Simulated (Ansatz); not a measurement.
Cost and result for the atomization energy of `OCC(O)(F)F` (10 atoms, 9 bonds).

Cartesian coordinates in Å:
```
O 1.6981 0.2275 -0.4373
C 0.7787 -0.2169 0.5140
C -0.6335 -0.2667 -0.0322
O -0.9977 0.9611 -0.4797
F -0.7536 -1.1765 -1.0308
F -1.4787 -0.6923 0.9453
H 1.4089 1.0905 -0.7496
H 0.7551 0.4128 1.4122
H 1.0606 -1.2289 0.8061
H -1.8379 0.8894 -0.9479
```

Charge 0, multiplicity 1. Geometry: relaxed with PBE0-D4/def2-TZVP. It is one conformer, not always the lowest. Program: Ansatz. All runs use 4 threads of an AMD EPYC 9R45 on a shared host. Times are those of one run each, without the atoms' runs, and a repeat can differ threefold. Electronic energies, without spin–orbit coupling; frozen cores. CCSD(T)/CBS adds CCSD(T) − MP2 in def2-TZVPP to the MP2 limit, and its time is that of the two runs behind it. T1 = 0.011. B3LYP takes the VWN-RPA correlation (the form of Gaussian; ORCA's B3LYP/G).

CCSD(T)/CBS is a level of theory with its own doubt, some kJ/mol a heavy atom from the limit and from the frozen cores, so smaller differences don't rank the functionals.

```
                             level  functions  wall time
   PBE-D4/def2-TZVPP (with forces)        242     0.85 s
                PBE0-D4/def2-TZVPP        242     0.95 s
r2SCAN-D4/def2-TZVPP (with forces)        242      1.4 s
 B3LYP-D4/def2-TZVPP (with forces)        242      1.4 s
                 B2PLYP/def2-TZVPP        242      1.7 s
                ωB97X-V/def2-TZVPP        242      2.2 s
  ωB97M-V/def2-TZVPP (with forces)        242        3 s
                    MP2/def2-QZVPP        462        7 s
                CCSD(T)/def2-TZVPP        242       58 s
                 CCSD(T)/CBS(def2)          –       65 s
```

(1) What atomization energy does each give, and how far from CCSD(T)/CBS? (An estimate is asked.)

Results:

(1) Ansatz gave: 
| level | atomization (kJ/mol) | difference from CCSD(T)/CBS | per bond |
| --- | --- | --- | --- |
| PBE-D4/def2-TZVPP (with forces) | 4110.7 | 138.3 | 15.4 |
| PBE0-D4/def2-TZVPP | 3975.0 | 2.6 | 0.3 |
| r2SCAN-D4/def2-TZVPP (with forces) | 3984.2 | 11.8 | 1.3 |
| B3LYP-D4/def2-TZVPP (with forces) | 3941.6 | -30.8 | -3.4 |
| B2PLYP/def2-TZVPP | 3916.5 | -55.9 | -6.2 |
| ωB97X-V/def2-TZVPP | 3977.1 | 4.7 | 0.5 |
| ωB97M-V/def2-TZVPP (with forces) | 3984.3 | 11.9 | 1.3 |
| MP2/def2-QZVPP | 4059.6 | 87.2 | 9.7 |
| CCSD(T)/def2-TZVPP | 3857.6 | -114.8 | -12.8 |
| CCSD(T)/CBS(def2) | 3972.4 | 0.0 | 0.0 |

The D4 term adds +25.0 kJ/mol with B3LYP and +13.0 kJ/mol with PBE0; it sums over pairs of atoms, weighted by their polarisabilities, and B3LYP, whose exchange is more repulsive, gets the larger term. From PBE to PBE0 (25 % exact exchange), in def2-TZVPP and without D4, the atomization energy moves by −133.0 kJ/mol: exact exchange takes away binding that semilocal exchange gives to molecules. In def2-TZVPP, CCSD(T) changes the Hartree–Fock value by +1159.1 kJ/mol (the triples alone add +76.0 kJ/mol) and MP2 by +1293.6 kJ/mol; breaking electron pairs costs correlation energy, which Hartree–Fock lacks.
